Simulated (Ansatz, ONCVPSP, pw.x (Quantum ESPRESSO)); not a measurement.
pw.x on fcc Al: one setting changed

Potential: optimised norm-conserving Vanderbilt (ONCV), ONCVPSP 4.0.1.1 (patched build), LDA (Perdew-Wang 92); core [Ne], reference 3s2 3p1; waves: 3s: rc 2.25 bohr, ncon 4, nbas 7, qcut 3.7 1/bohr, 2 projectors, debl 2.3 Ha; 3p: rc 2.75 bohr, ncon 3, nbas 7, qcut 3.4 1/bohr, 2 projectors, debl 2.7 Ha; d scattering state at 0.12 Ha: rc 2.85 bohr, ncon 3, nbas 6, qcut 2.9 1/bohr, 3 projectors, debl 1 Ha; local part: polynomial inside 2.15 bohr (lpopt 3, dvloc0 3 Ha); core correction: none.

The reference run (k-mesh 14³, cutoffs 35/140 Ry, Fermi–Dirac 0.01 Ry, mixing_beta 0.4, conv_thr 1e-9, no spin) gives -0.96 GPa at 15.842 Å³/atom, where all-electron LAPW gives -0.23 GPa. This run, with its own iteration cap, changes mixing_mode to local-TF.

```
&control
  calculation='scf', prefix='x', pseudo_dir='./', outdir='./tmp', tstress=.true., disk_io='none'
/
&system
  ibrav=0, nat=1, ntyp=1, ecutwfc=35, ecutrho=140, nbnd=8,
  occupations='smearing', smearing='fd', degauss=0.01
/
&electrons
  conv_thr=1e-09, mixing_beta=0.4, electron_maxstep=50, mixing_mode='local-TF'
/
ATOMIC_SPECIES
Al 1.0 Al.UPF
CELL_PARAMETERS angstrom
  0.00000000 1.99339488 1.99339488
  1.99339488 0.00000000 1.99339488
  1.99339488 1.99339488 0.00000000
ATOMIC_POSITIONS crystal
Al 0.0000 0.0000 0.0000
K_POINTS automatic
14 14 14 0 0 0
```

```bash
pw.x < Al.scf.in > Al.scf.out
```

How does the run end?

It converges in 6 iterations; the free energy moves by +0.0 meV/atom and the pressure by +0.00 GPa. The result is that of the reference run.

```
Message from routine setup:
     using ibrav=0 with symmetry is DISCOURAGED, use correct ibrav instead
     lattice parameter (alat)  =       5.3273  a.u.
     unit-cell volume          =     106.9071 (a.u.)^3
     number of electrons       =         3.00
     number of Kohn-Sham states=            8
     kinetic-energy cutoff     =      35.0000  Ry
     charge density cutoff     =     140.0000  Ry
     scf convergence threshold =      1.0E-09
     Exchange-correlation= SLA  PW   NOGX NOGC
     number of k points=   104  Fermi-Dirac smearing, width (Ry)=  0.0100
     iteration #  1     ecut=    35.00 Ry     beta= 0.40
     total energy              =      -4.20134141 Ry
     estimated scf accuracy    <       0.00563195 Ry
     iteration #  2     ecut=    35.00 Ry     beta= 0.40
     total energy              =      -4.20084984 Ry
     estimated scf accuracy    <       0.00290108 Ry
     iteration #  3     ecut=    35.00 Ry     beta= 0.40
     total energy              =      -4.20087866 Ry
     estimated scf accuracy    <       0.00000286 Ry
     iteration #  4     ecut=    35.00 Ry     beta= 0.40
     c_bands:  1 eigenvalues not converged
     c_bands:  1 eigenvalues not converged
     total energy              =      -4.20087973 Ry
     estimated scf accuracy    <       0.00000065 Ry
     iteration #  5     ecut=    35.00 Ry     beta= 0.40
     total energy              =      -4.20087974 Ry
     estimated scf accuracy    <       0.00000002 Ry
     iteration #  6     ecut=    35.00 Ry     beta= 0.40
     the Fermi energy is     8.1120 ev
!    total energy              =      -4.20087974 Ry
     estimated scf accuracy    <          4.8E-10 Ry
     smearing contrib. (-TS)   =      -0.00200015 Ry
     The total energy is F=E-TS. E is the sum of the following terms:
     one-electron contribution =       2.89298104 Ry
     hartree contribution      =       0.00744228 Ry
     xc contribution           =      -1.62225440 Ry
     ewald contribution        =      -5.47704851 Ry
     convergence has been achieved in   6 iterations
          total   stress  (Ry/bohr**3)                   (kbar)     P=       -9.58
     Message from routine punch:
     Nothing written, as per user request (disk_io='none')
```

The run took about 4 s on one core of a shared host (Neoverse-V2, 32 threads, 247 GiB, load 17).
